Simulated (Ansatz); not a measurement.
Ideal-gas functions of C3H5N (`C1=CNC1`) at 400 K and 1 bar, from an Ansatz frequency run at PBE0-D4/def2-TZVP.

Molar mass 55.08 g/mol, point group C1 (symmetry number 1), electronic degeneracy 1, moments of inertia 35.659, 37.635, 68.973 u Å². Harmonic wavenumbers (cm⁻¹, unscaled): 423, 660, 810, 885, 938, 948, 958, 1018, 1070, 1120, 1192, 1230, 1298, 1355, 1474, 1628, 3063, 3114, 3210, 3276, 3523.

Use S(trans) = R[1.5 ln M + 2.5 ln T − 1.1517]; rotational temperatures θ = 24.2544 K / I; S(rot) = R[ln(√π/σ · √(T³/θAθBθC)) + 1.5]; for each mode x = 1.438777 ν̃/T, S = R[x/(eˣ − 1) − ln(1 − e⁻ˣ)] and H = RT x/(eˣ − 1); 1 cm⁻¹ = 0.0119627 kJ/mol; R = 8.31446 J/(mol·K).

Q: By hand: the entropy, in J/(mol·K).

A: Translation 165.0. Rotation: θ = 0.6802, 0.6445, 0.3517 K, giving 99.7. Vibration, mode by mode: 5.58, 2.84, 1.85, 1.50, 1.28, 1.25, 1.21, 1.02, 0.88, 0.76, 0.61, 0.55, 0.45, 0.38, 0.26, 0.16, 0.00, 0.00, 0.00, 0.00, 0.00, in all 20.6. Electronic 0.0. Sum 285.3 J/(mol·K).

Q: By hand: H − E and G − E in kJ/mol, counted from the electronic energy.

A: Zero-point energy ½ × 33193 × 0.0119627 = 198.5; thermal vibration 6.0; translation, rotation and pV give 4 RT = 13.3. H − E = 217.8 kJ/mol, and G − E = 217.8 − 400 × 285.3/1000 = 103.7 kJ/mol.

Vibration gives 7 % of the entropy. The sum counts one conformer and one mirror image; others add a mixing term.
